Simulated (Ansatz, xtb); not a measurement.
## Relaxing a trial structure of Al2H6Si

The starting geometry of this gas-phase singlet has its atoms placed at random.

```xyz
9

Al    0.0741    0.8421    0.6076
Al    1.6596   -0.6094   -1.5433
Si   -1.7690   -0.5845   -0.7167
H     0.5372   -0.5757    0.7711
H     0.0873    0.0959   -2.3026
H     1.5180    0.6810   -0.9927
H     1.3628    1.3204    0.3595
H    -0.2400    2.1523    0.4310
H    -0.3455    1.4012   -1.3531
```

Guess where an optimisation with r2SCAN-D4/def2-SVP ends from this start.

It loosens into Al2H4Si + H2, which stay close as a complex. Distances that change by over a tenth: Al1–H4 (1.50 → 1.68 Å), Al1–H8 (1.36 → 1.58 Å), Al2–Si3 (3.53 → 2.82 Å). Contacts that open: Al1–H7 (1.40 → 2.81 Å), Al2–H6 (1.41 → 2.97 Å). Contacts that close: Al1–Si3 (2.68 → 2.32 Å), Si3–H5 (2.53 → 1.55 Å), Si3–H9 (2.52 → 1.50 Å), H6–H7 (1.50 → 0.76 Å).

The energy falls by 9.25 eV over 42 steps:

```json
{"step": "1", "E − E(last) (eV)": "9.250"}
{"step": "6", "E − E(last) (eV)": "1.960"}
{"step": "10", "E − E(last) (eV)": "0.425"}
{"step": "15", "E − E(last) (eV)": "0.127"}
{"step": "19", "E − E(last) (eV)": "0.018"}
{"step": "24", "E − E(last) (eV)": "0.005"}
{"step": "28", "E − E(last) (eV)": "0.002"}
{"step": "33", "E − E(last) (eV)": "0.001"}
{"step": "37", "E − E(last) (eV)": "0.000"}
{"step": "42", "E − E(last) (eV)": "0.000"}
```

Final geometry (Å):

```xyz
9

Al   -0.1897    0.7807    0.3846
Al    1.2231   -0.6401   -1.5465
Si   -1.4696    0.1999   -1.4626
H     0.7926   -0.5772    0.4220
H    -0.6985   -1.1056   -1.8050
H     2.6133    1.5374   -0.0748
H     2.3775    1.9191    0.5427
H    -0.2194    1.7694    1.6147
H    -1.5449    0.8397   -2.8143
```

From the same start GFN2-xTB ends elsewhere, differing in Al1–H4 (2.10 against 1.68 Å here), Al1–H7 (1.56 against 2.81 Å here), Al1–H9 (1.92 against 3.47 Å here), Al2–H4 (1.78 against 2.02 Å here), Al2–H5 (1.56 against 1.99 Å here), Al2–H6 (1.56 against 2.97 Å here).

From so rough a start the end depends on the optimiser's path, so another program may land elsewhere. The end wasn't checked by frequencies. Run with Ansatz 0.2.0, 3.7 min on 1 thread of Intel(R) Xeon(R) Processor @ 2.50GHz (Skylake/Cascade Lake), on a shared host.
